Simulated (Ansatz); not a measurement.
# SiNH₅ (triplet): from Hartree-Fock to the top rungs at distance Si1–H5 along a hydrogen transfer = 1.485 Å, cc-pVDZ

The task here is to estimate one member of a computed series from the others.

Method: cc-pVDZ, core rule «outside noble gas», up to 6 orbitals frozen; program: Ansatz 0.2.0, Gaussian basis.

To be run: UHF; CCSD(T) on ROHF; CCSD(T) on UHF; BCCD(T) on ROHF; CISD; CCSDT(Q) on ROHF; CCSDT(Q) on UHF; CASSCF and MRCISD+Q, 4 electrons in 4 orbitals; CASSCF and NEVPT2, 4 electrons in 4 orbitals.

## What is computed

The geometry derives from fragments relaxed apart (PBE0/def2-TZVP) and kept rigid, so it is no stationary point. A hydrogen atom is moved between rigid fragments.

7 atoms, charge 0, spin multiplicity 3.

Atoms are counted from 1 here; the program's logs count them from 0.

Bond lengths: Si1–H2 1.485 Å, Si1–H3 1.485 Å, Si1–H4 1.485 Å, Si1–H5 1.485 Å, N6–H7 1.040 Å. Angles: H2–Si1–H3 109.5°, H2–Si1–H4 109.5°, H2–Si1–H5 109.5°, H3–Si1–H4 109.5°, H3–Si1–H5 109.5°, H4–Si1–H5 109.5°.

The first run:

Input file in.yaml:

```yaml
crystal:
  periodic: [false, false, false]
  atoms:
    - {symbol: Si, position_ang: [-0.936924, 0.021476, 0.000000]}
    - {symbol: H, position_ang: [-1.431796, 1.421184, 0.000000]}
    - {symbol: H, position_ang: [-1.431795, -0.678378, 1.212183]}
    - {symbol: H, position_ang: [-1.431796, -0.678378, -1.212182]}
    - {symbol: H, position_ang: [0.547691, 0.021476, 0.000000]}
    - {symbol: N, position_ang: [1.986076, 0.021476, -0.000001]}
    - {symbol: H, position_ang: [2.255158, -0.982751, -0.000001]}
basis:
  gaussian: {orbitals: cc-pVDZ}
magnetization: {spin_polarized: true, initial_magnetization: 2}
hamiltonian: {xc: hf}
output: {orbitals: {seedname: orbitals}}
```

Started as:

```console
$ ansatz run in.yaml --threads 1 --pin off --events-out ev --progress --plain --max-ram 2816MiB --backend cpu
```

Among the steps run: UHF; CCSD(T) on ROHF; CCSD(T) on UHF; BCCD(T) on ROHF; CISD; CCSDT(Q) on ROHF; CCSDT(Q) on UHF; CASSCF and MRCISD+Q, 4 electrons in 4 orbitals; CASSCF and NEVPT2, 4 electrons in 4 orbitals.

One table of the session follows, with a row left open; its other results are not shown here.

| method | from UCCSDT(Q) (meV) |
| --- | --- |
| ROHF | +8229.2 |
| UHF | ? |
| RMP2 | +1557.6 |
| UMP2 | +1555.8 |
| CISD | +911.1 |
| RCCSD | +197.4 |
| UCCSD | +192.7 |
| RCCSD(T) | +39.1 |
| UCCSD(T) | +38.5 |
| BCCD(T) | +38.8 |
| RCCSDT | +9.0 |
| UCCSDT | +7.8 |
| RCCSDT(Q) | +1.3 |
| UCCSDT(Q) | 0 |
| CASSCF pair | +7611.5 |
| NEVPT2 pair | +1498.5 |
| MRCISD pair | +819.9 |
| MRCISD+Q pair | +84.0 |

Q: Estimate the row for UHF from the others.

The run gave: from UCCSDT(Q) (meV): +7965.3. In the column «from UCCSDT(Q) (meV)» it lies between CASSCF pair (+7611.5) and ROHF (+8229.2).

Limits of these values: Restricted and unrestricted rows rest on different reference determinants; where their highest levels disagree by more than a few hundredths of an eV, they describe different states and don't form one ladder.
